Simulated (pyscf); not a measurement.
A first-order saddle from PySCF, ωB97X-D3(BJ)/def2-SVP:

```xyz
17

N      0.8816     0.4724     1.8832
Si    -0.8555     0.7503     2.0568
N     -1.6829     0.4210     0.5741
Si    -1.2508     1.1212    -0.9593
N     -0.6660    -0.0904    -2.0365
H      1.7335    -0.3871     2.5472
H      1.4799     1.2850     1.7404
H     -1.0050     2.1652     2.4979
H     -1.3851    -0.1848     3.0856
H     -2.2905    -0.3937     0.5548
H     -2.3930     1.7616    -1.6746
H     -0.2777     2.1921    -0.5661
H     -0.7819     0.0007    -3.0393
H      0.1355    -0.6638    -1.7941
Si     1.5932    -1.1536     1.1471
H      0.3262    -1.9385     0.9872
H      2.0242    -0.8156    -0.2550
```
Charge 0, spin multiplicity 1.

Surface: singlet, charge 0. Lowest wavenumbers (cm⁻¹): 1668i, 40, 64, 96, 111.

### Question
What reaction is this the transition state of?

### Answer
H₂N–SiH₂–NH–SiH₂–NH₂ + silylene (SiH₂) [singlet] ⇌ H₂N–SiH₂–NH–SiH₂–NH–SiH₃, an insertion read from left to right: H–N broken and N–Si, H–Si formed. At ωB97M-D3(BJ)/def2-TZVP it lies +23.4 kJ/mol from the left side and +308.8 kJ/mol from the right (each side as separated species at their lowest minima found). On the reactant side the descent ends in an adduct with a N–Si contact, 143.8 kJ/mol under the separated species and 151.7 kJ/mol under the saddle at ωB97X-D3(BJ)/def2-TZVP. What is counted as formed (N–Si) is already present as a longer contact in the reactant adduct; forming that adduct is a step of its own. At ωB97X-D3(BJ)/def2-TZVP the barrier from the zero used here is 7.9 kJ/mol. One saddle was located; it need not be the lowest between these sides.
